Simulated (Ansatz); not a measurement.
Process, species as SMILES: F[C]F (closed-shell singlet) + 3 [H][H] (H2) → C (CH4) + 2 F (HF)
B3LYP-D3(BJ)/def2-TZVP geometries, fixed; electronic energies without zero-point terms.
Largest species:
```xyz
5

C      0.0000     0.0000     0.0000
H      0.6205     0.6269     0.6390
H     -0.6429    -0.6249     0.6185
H      0.6369    -0.6328    -0.6166
H     -0.6146     0.6308    -0.6409
```

Core correlation in the energy of full hydrogenation at CCSD(T) with Ansatz (a program for electronic structure), in kcal/mol: frozen core against all electrons. Core-valence sets carry the plain set on hydrogen. A restricted Hartree-Fock determinant is unstable towards unrestricted orbitals. Costs are rough ratios of core time on shared machines of one kind.

| basis | functions, most | frozen core | all electrons | core term (second minus first) | cost over frozen core |
|---|---|---|---|---|---|
| cc-pVDZ | 42 | -106.40 | -107.07 | -0.67 | - |
| cc-pCVDZ | 54 | -106.47 | -107.02 | -0.55 | - |
| cc-pVTZ | 90 | -112.05 | -115.46 | -3.41 | 1× |
| cc-pCVTZ | 129 | -111.61 | -112.50 | -0.89 | 1× |
| cc-pwCVTZ | 129 | -111.46 | -112.51 | -1.05 | 2× |
| cc-pVQZ | 175 | -114.88 | -116.96 | -2.08 | 1× |

The largest core-valence set, cc-pwCVTZ, gives a core term of -1.05 kcal/mol; the valence set cc-pVQZ, which lacks functions for the core, gives -2.08.
